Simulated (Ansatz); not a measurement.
# CH6Si (methylsilane): the energy, rung by rung

CH6Si: 8 atoms, total charge 0, spin state singlet. As SMILES, `C[SiH3]`. Geometry: relaxed at PBE0-D4/def2-TZVP.

```xyz
8

C    -0.1815    0.2397   -0.9403
Si    0.1624   -0.2145    0.8415
H    -1.2405    0.1125   -1.1756
H     0.3955   -0.3914   -1.6198
H     0.0866    1.2807   -1.1339
H    -0.6250    0.6462    1.7654
H     1.6056   -0.0400    1.1599
H    -0.2031   -1.6332    1.1028
```

Quantity: the energy change with the C1–H5 bond stretched from 1.092 to 2.184 Å, in eV. The values are calculated.

```tsv
level	kind	program	value (eV)	less FCI/STO-3G	CPU time (all runs)
HF/STO-3G (restricted)	Hartree–Fock	Ansatz	7.59	+2.82	0.18 s
PBE/STO-3G (restricted)	GGA	Ansatz	5.44	+0.67	2.3 s
r2SCAN/STO-3G (restricted)	meta-GGA	Ansatz	5.80	+1.03	5 s
B3LYP/STO-3G (restricted)	global hybrid	Ansatz	5.80	+1.03	2.4 s
RPA@PBE/STO-3G (restricted)	RPA	Ansatz	5.25	+0.48	3.3 s
MP2/STO-3G (restricted)	perturbation theory	Ansatz	5.89	+1.12	0.2 s
CCSD(T)/STO-3G (restricted)	coupled cluster or CI	Ansatz	4.78	+0.01	0.26 s
CCSDT(Q)/STO-3G (restricted)	coupled cluster or CI	Ansatz	4.77	0.00	0.6 s
FCI/STO-3G	exact in the basis	Ansatz	4.77	0.00	99 s
```

FCI/STO-3G is exact within its basis and frozen core, so for wave-function methods in that basis the difference is their error; functionals converge differently with the basis, so for them it is only a difference. A spin-restricted reference rises too steeply as a bond breaks; here HF/STO-3G, PBE/STO-3G, r2SCAN/STO-3G, B3LYP/STO-3G, RPA@PBE/STO-3G, MP2/STO-3G lie well above the multireference or unrestricted value. The first shape isn't each level's own minimum. The values span 4.77 to 7.59 eV. All rows use very small basis sets, so none should be taken for the real molecule's value. Times are those of the runs behind each value, whatever else they computed, on shared processors of several kinds: orders of magnitude only.
